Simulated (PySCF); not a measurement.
**ethanethiol: calculation against experiment**

**The experiment to reproduce.**

NIST CCCBDB Release 22 (SRD 101), experimental polarizabilities lists, for the gas: mean polarisability 7.38 Å³.

The results are set against them at the end.

Compound: ethanethiol, C2H6S.
SMILES with atom numbers: `[CH3:1][CH2:2][SH:3]` (hydrogens: H4, H5, H6 on C1; H7, H8 on C2; H9 on S3)

Geometry (PBE0-D3(BJ)/def2-TZVP, Å), atoms numbered from 1 in this order:
```xyz
9
C2H6S angstrom
C     -0.8053    0.5237   -0.0144
C      0.0832   -0.6834   -0.2294
S      1.7006   -0.5634    0.5789
H     -1.7740    0.3782   -0.5012
H     -0.3514    1.4242   -0.4351
H     -0.9741    0.6998    1.0493
H     -0.3658   -1.5778    0.2089
H      0.2282   -0.8889   -1.2917
H      2.1217    0.5319   -0.0732
```

Runs made with PySCF (gas phase, on this PBE0-D3(BJ)/def2-TZVP geometry; no spin–orbit coupling):

| level | job | basis functions | wall time |
| --- | --- | --- | --- |
| CAM-B3LYP/aug-cc-pVTZ | 10 singlets by full TDDFT, 4 Tamm–Dancoff triplets, polarisability | 280 | 21 s |
| PBE0/aug-cc-pVTZ | 10 singlets by full TDDFT, 4 Tamm–Dancoff triplets, polarisability, dynamic polarisability, density and orbital grids written | 280 | 21 s |
| wB97X-D/aug-cc-pVTZ | 10 singlets by full TDDFT, 4 Tamm–Dancoff triplets, polarisability, ΔSCF ions | 280 | 36 s |

Hardware: one thread of an Arm Neoverse V2, shared host.

Results beside the measurements:

**Mean polarisability.** Measured: 7.38 Å³ (NIST CCCBDB Release 22 (SRD 101), experimental polarizabilities).

```tsv
level	computed (Å³)	computed − measured (Å³)	% (from the printed values)
CAM-B3LYP/aug-cc-pVTZ	7.27	-0.11	-1
PBE0/aug-cc-pVTZ	7.31	-0.07	-1
wB97X-D/aug-cc-pVTZ	7.27	-0.11	-1
```

All 3 levels lie below the measurement. The computed values are static and purely electronic, with core orbitals frozen in the response (1 au = 0.148185 Å³). The table of measured values doesn't say here whether a value is static or optical, or holds a vibrational part. The measurement averages over conformers, the calculation has one.

The geometry is computed, not the measured one. Where a level misses, the cause wasn't examined.
